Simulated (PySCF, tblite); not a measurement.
**C5H8S+ (doublet): geometry, infrared bands and EPR parameters**

What infrared bands and EPR parameters should C5H8S+ (doublet) (`C[S+][C@H]1[C@@H]2C[C@@H]21`) show?

Computed with tblite 0.8.0 and PySCF 2.14.0, with density-fitted response routines of our own, on a single molecule in the gas phase. Atoms count from 0, in the outputs and in this text.

## (1) Starting geometry

14 atoms, charge 1, multiplicity 2; geometry from: force field or distance geometry start.

Bonds of the start (Å): C0–S1 1.82, S1–C2 1.74, C2–C3 1.51, C3–C4 1.50, C4–C5 1.49, C5–C2 1.50, C5–C3 1.53, C0–H6 1.09, C0–H7 1.09, C0–H8 1.10, C2–H9 1.09, C3–H10 1.07, C4–H11 1.09, C4–H12 1.09, C5–H13 1.08.

## (2) Optimising the geometry with GFN2-xTB

What the job is given:

```
{"job": {"kind": "relax", "xc": "GFN2-xTB", "basis": "xTB"}, "charge": 1, "multiplicity": 2}
C      2.520400    -0.498200     0.166100
S      1.502800     0.945500    -0.283800
C     -0.038300     0.460700     0.354000
C     -1.287100     1.053700    -0.251100
C     -2.233400    -0.034400     0.161600
C     -0.937800    -0.424800    -0.459900
H      2.123000    -1.391000    -0.322100
H      3.547500    -0.330800    -0.159300
H      2.513900    -0.644500     1.251600
H     -0.044100     0.321000     1.432600
H     -1.341300     1.601800    -1.166300
H     -3.136300    -0.164600    -0.435900
H     -2.401600    -0.223200     1.219900
H     -0.788500    -0.671700    -1.500800
```

Started as:

```bash
$ OMP_NUM_THREADS=1 python probes_run.py task.json out
```

The driver reads the jobs from task.json and runs them one after another.

**Question.** This job is followed by: GFN2-xTB harmonic vibrations, gas phase; UKS B3LYP, pcH-1 on C H S, non-relativistic, mean-field spin-orbit, GIAO. Predict these results of the whole session: strongest single infrared mode (GFN2-xTB); zero-point energy (GFN2-xTB); g(iso) (B3LYP); ⟨S²⟩; largest a(iso) (averaged by class).

As calculated:

| quantity | value |
| --- | --- |
| strongest single infrared mode (GFN2-xTB) | 652 cm⁻¹, 100 km/mol |
| zero-point energy (GFN2-xTB) | 69.3 kcal/mol |
| g(iso) (B3LYP) | 2.01462 |
| ⟨S²⟩ | 0.754 (exact 0.75) |
| largest a(iso) (averaged by class) | 1H on H9, 207.0 MHz |

In words: Relaxing lowered the energy by 0.383 eV in 28 steps; the close pair that moved most is S1–C2, from 1.737 to 1.789 Å. The lowest mode is imaginary (33i cm⁻¹), so the xTB geometry is not a minimum: the zero-point energy counts the real modes alone, and all values at this geometry belong to a saddle point. The strongest single mode, at 652 cm⁻¹, is spread over several atoms, C2, C5, C3, S1 among them. Unscaled tight-binding wavenumbers are off by several per cent, some by more. Its intensities can rank the bands wrongly. The largest share of the spin, 0.63 e, sits on S1. The isotropic g lies 12.3 ppt above the free-electron value.
